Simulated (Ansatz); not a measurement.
# FO: ladder of methods at one geometry

An exercise on one series of results from a longer session: the logs are not shown, and one member is left open.

Program: the Python package of Ansatz 0.2.0. The levels of theory stand in the script. These are calculated values, not measurements.

## Starting point

Bond lengths: O1–F2 1.215 Å.

The script holds or builds the structure itself.

Set-up of the first run:

run_methods.py

```python
from dataclasses import dataclass

import ansatz as az


@dataclass(frozen=True)
class Settings:
    basis: str = "def2-SVP"


settings = Settings()


def main() -> None:
    system = (
        az.Crystal.molecule()
        .atom("O", (0.0, 0.0, 0.0))
        .atom("F", (0.0, 0.0, 1.215))
    )

    setup = system.calculation()
    setup = setup.basis(gaussian=settings.basis)
    setup = setup.spin("collinear", total=1)
    setup = setup.accuracy("high")

    methods = ["mp2", "ccsd", "ccsd_t", "bccd_t"]
    reports = [setup.correlation(m).run(threads=1, backend="cpu").report for m in methods]
    print(f"Hartree-Fock reference {reports[0]['reference_energy_ev'] / 27.211386246:.6f} Ha")
    best = reports[-1]["free_energy_ev"] - reports[-1]["reference_energy_ev"]
    for method, each in zip(methods, reports):
        gained = each["free_energy_ev"] - each["reference_energy_ev"]
        print(f"{method:8s} total {each['free_energy_ev'] / 27.211386246:.6f} Ha  correlation {gained:9.4f} eV  ({100 * gained / best:.1f} % of the last)")


if __name__ == "__main__":
    main()
```

On the command line:

```
$ python run_methods.py
```

One of the session's tables, all rows but one given; the rest of the session is left out.

Correlation energies (total less mean field):

```
method  correlation (eV)
   mp2            -8.947
  ccsd                 ?
ccsd_t            -9.554
bccd_t            -9.555
```

**Question.** Estimate the row for ccsd.

The run gave: correlation (eV): -9.378. In the column «correlation (eV)» it lies between ccsd_t (-9.554) and mp2 (-8.947).

To keep in mind: A lower total doesn't mark the better method: functionals have no common bound, and MP2 and coupled cluster aren't variational.
- The run takes the species as open-shell (spin multiplicity 2), which needn't be its ground state.
- Inner cores stay frozen, so this is valence correlation.
- The spin state was assumed, and another may lie lower.
